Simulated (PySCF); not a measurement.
Excitations are Tamm–Dancoff values on a coarser integration grid. The basis has no diffuse functions, so Rydberg states are missing or too high.

Cartesian coordinates (Å):
```xyz
4

Cl    -0.9309    -1.4665     0.0002
B      0.0000     0.0000     0.0000
Cl    -0.8046     1.5395     0.0000
Cl     1.7355    -0.0730    -0.0001
```
Charge 0, multiplicity 1.

Question: Give the dipole moment, HOMO and T1 excitation (TDA) at the level PBE0-D3(BJ)/def2-TZVP in PySCF.

Answer: 
```
Quantity               Result
-------------------  --------
dipole moment          0.00 D
HOMO                 -9.09 eV
T1 excitation (TDA)   5.52 eV
```
